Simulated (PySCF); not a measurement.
Numbering as in the mapped SMILES `[CH2:1]=[C:2]([CH3:3])[CH:4]1[CH2:5][CH2:6]1`; H(Xn) means a hydrogen on atom n. Ha(C5), Ha(C6) are cis to C2 on the ring; Ha(C1) is cis to C3; Hb(C5), Hb(C6) are trans to C2 on the ring; Hb(C1) is trans to C3.

- PBE0-D3(BJ)/def2-SVP structure
- PBE0/pcSseg-1 with gauge-including orbitals
- code: PySCF
- fast rotation and ring inversion assumed for equivalent nuclei, a single conformation, isolated molecule, relativity neglected

Shifts are taken against calculated references (same method and geometry level): ¹³C (184.41 ppm) and ¹H (31.27 ppm) against TMS.

| atoms | nucleus | count | Hirshfeld charge | δ (ppm) |
| --- | --- | --- | --- | --- |
| H(C4) | ¹H | 1 | 0.05 | ? |
| C3 | ¹³C | 1 | -0.12 | 26.0 |
| Hb(C5)/Hb(C6) | ¹H | 2 | 0.05 | 0.55 |
| Hb(C1) | ¹H | 1 | 0.04 | 4.90 |
| C1 | ¹³C | 1 | -0.12 | 115.3 |
| C5/C6 | ¹³C | 2 | -0.09 | 6.7 |
| H(C3) | ¹H | 3 | 0.04 | ? |
| C4 | ¹³C | 1 | -0.04 | 19.2 |
| Ha(C1) | ¹H | 1 | 0.04 | 5.02 |
| C2 | ¹³C | 1 | 0.02 | 156.0 |
| Ha(C5)/Ha(C6) | ¹H | 2 | 0.05 | ? |

Fill in the missing shifts.

Answers


- H(C3): 1.91 ppm, hydrogen on an allylic methyl carbon; allylic position
- H(C4): 1.03 ppm, hydrogen on a three-membered-ring carbon; cyclopropane-type protons are shielded by the ring
- Ha(C5)/Ha(C6): 0.34 ppm, hydrogen on a three-membered-ring carbon; cyclopropane-type protons are shielded by the ring

Shifts are as computed. Against solution values, carbons near 30 ppm lie about +2 ppm off and those near 130 ppm about +5 ppm. Of 1211 compounds with measured shifts, 218 miss one by over three times the rms of a fit or turn the order of signals round; such compounds aren't used in these exercises.
